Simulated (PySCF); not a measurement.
**Stationary points of SH₄⁺**

These are results of PBE0/[S def2-TZVP, H def2-TZVP], no relativity, density fitting, PySCF, not measurements.

Relaxations began from a few typed shapes; open shells are unrestricted. The search is not exhaustive: other isomers or separated fragments can lie lower, and high-lying points may rest on an excited occupation.

(1) Order these stationary points by electronic energy, lowest first, in kJ/mol from the lowest minimum.
A. doublet D4h: S–H 1.403 Å (×4); H–S–H 90.0° (×4), H–S–H 180.0° (×2)
B. doublet D2d: S–H 1.384 Å (×4); H–S–H 94.8° (×4), H–S–H 146.3° (×2)
C. doublet C2v: S–H 1.353 Å (×2), S–H 1.500 Å (×2); H–S–H 90.8° (×4), H–S–H 97.5°, H–S–H 177.6°

(2) Which of them are minima?

## Answers

(1) C (0.0), B (71.2), A (158.1).

(2) By energy in kJ/mol, 0.0: minimum; 71.2: saddle point, 1 imaginary mode; 158.1: saddle point, 2 imaginary modes.
